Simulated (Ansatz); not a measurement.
Run this with Ansatz 0.2.0 through its Python package and show what comes out.

`run_cas.py`
```python
'''Static correlation in CHNO: natural occupations of an active space.'''

import ansatz as az


def main() -> None:
    system = (
        az.Crystal.molecule()
        .atom('N', (-1.3103, -0.2116, 0.886))
        .atom('C', (-0.4569, 0.1104, 0.209))
        .atom('O', (0.5641, 0.4011, -0.5575))
        .atom('H', (1.2587, -0.3603, -0.5578))
    )

    calculation = system.calculation().basis(gaussian='cc-pVDZ').correlation(active_electrons=4, active_orbitals=5)
    for method in ['sc_nevpt2']:
        report = (calculation if method is None else calculation.correlation(method)).run().report
        space = report['configurations']
        state = space['states'][0]
        print(method or 'casscf', f'total {report["free_energy_ev"] / 27.211386246:.6f} Ha, active-space state {state["energy"]["hartree"]:.6f} Ha, mean field {report["reference_energy_ev"] / 27.211386246:.6f} Ha')
        print('  determinants', state['n_determinants'], ' natural occupations', [round(n, 3) for n in space['natural_occupations']])
    print('effectively unpaired electrons, sum of min(n, 2 - n):', round(sum(min(n, 2 - n) for n in space['natural_occupations']), 3))


if __name__ == '__main__':
    main()
```

```console
$ python run_cas.py
sc_nevpt2 total -168.188649 Ha, active-space state -167.813000 Ha, mean field -167.735026 Ha
  determinants 100  natural occupations [1.945, 1.943, 0.057, 0.053, 0.002]
effectively unpaired electrons, sum of min(n, 2 - n): 0.224
```

Caveats:
- Total energies depend on the basis set; only differences at equal settings carry meaning.
- The geometry is a force-field or estimated start, not a minimum of this method, and the basis set is short of its limit. The active space starts as a window about the frontier orbitals and is then optimised, not chosen by chemistry.
- Hardware and time: 5.1 s on 1 thread of Arm Neoverse V1, with other jobs on the host, peak memory 0.15 GiB.
